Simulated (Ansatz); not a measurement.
# CHNSi+ (doublet): the correlation ladder, def2-QZVPP

An exercise on one series of results from a longer session: the logs are not shown, and one member is left open.

Computed with Ansatz 0.2.0, Gaussian basis. Level: def2-QZVPP, core rule «outside noble gas», up to 7 orbitals frozen.

To be run: UHF; ROHF; CCSD(T) on UHF.

2 further runs of the same task are left out: 2 set aside as unsound or not needed. Runs told in other sessions of the task aren't counted.

## The system

The geometry is a PBE0/def2-TZVP stationary point (not a proven minimum) of the parent state, kept for this charge and spin.

4 atoms, charge 1, spin multiplicity 2.

Atoms are counted from 1 here; the program's logs count them from 0.

Bond lengths: C1–N2 1.240 Å, C1–Si3 1.952 Å, N2–H4 1.013 Å. Angles: N2–C1–Si3 78.7°, C1–N2–H4 135.7°.

The first run:

in.yaml reads:

```yaml
crystal:
  periodic: [false, false, false]
  atoms:
    - {symbol: C, position_ang: [0.000000, -0.784833, 0.780179]}
    - {symbol: N, position_ang: [0.000000, 0.409287, 1.114041]}
    - {symbol: Si, position_ang: [0.000000, 0.098619, -0.960690]}
    - {symbol: H, position_ang: [0.000000, 0.916592, 1.991118]}
basis:
  gaussian: {orbitals: "def2-QZVPP.json"}
total_charge: 1
magnetization: {spin_polarized: true, initial_magnetization: 1}
hamiltonian: {xc: hf}
output: {orbitals: {seedname: orbitals}}
```

On the command line:

```sh
$ ansatz run in.yaml --threads 1 --pin off --events-out ev --progress --plain --max-ram 2393MiB
```

Among the steps run: UHF; ROHF; CCSD(T) on UHF.

One table of the session follows, with a row left open; its other results are not shown here.

```
  method  from UCCSD(T) (meV)
    ROHF             +12839.8
     UHF             +12656.1
    UMP2                    ?
   UCCSD               +681.0
UCCSD(T)                    0
```

**Question.** Estimate the row for UMP2.

**Answer.** from UCCSD(T) (meV): +1168.0. In the column «from UCCSD(T) (meV)» it lies between UCCSD (+681.0) and UHF (+12656.1).
